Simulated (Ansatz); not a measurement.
A made-up structure of CHBCl, doublet:

```tsv
atom	x (Å)	y (Å)	z (Å)
C1	-0.4679	0.5472	-0.4083
B2	0.2943	-0.3441	0.2563
Cl3	1.2462	-1.4569	1.0858
H4	2.0593	-2.4537	1.4236
```

It is relaxed with PBE-D4/def2-SVP and then PBE0-D4/def2-TZVP (Ansatz 0.2.0). Atoms count as bonded within 1.22 times the sum of their covalent radii (H–H: 0.88 Å). The end point is not checked to be a true minimum.

(1) Does its bonding change? (A judgement: the text doesn't fix the answer.)

## Answers

(1) By the calculation: No: no bond forms or breaks.

Where it ends: The first stage lowers the energy by 1.56 eV in 10 steps. It ends as CHBCl ([C][B][ClH]):
| atom | x (Å) | y (Å) | z (Å) |
| --- | --- | --- | --- |
| C1 | -0.2608 | 0.4440 | -0.5181 |
| B2 | 0.2193 | -0.5483 | 0.3382 |
| Cl3 | 1.2450 | -1.2930 | 1.5382 |
| H4 | 1.9283 | -2.3102 | 0.9992 |

Labels in which every atom is bracketed show which atoms are joined, not bond orders.

For scale, one of the runs: PBE0-D4/def2-TZVP relaxation, 105 basis functions, launched by `ansatz run in.yaml --threads 2 --pin off --events-out ev --progress --plain --max-ram 4352MiB`. Hardware: 2 CPU threads of an Arm Neoverse V2, shared host. Wall time about 27 s.
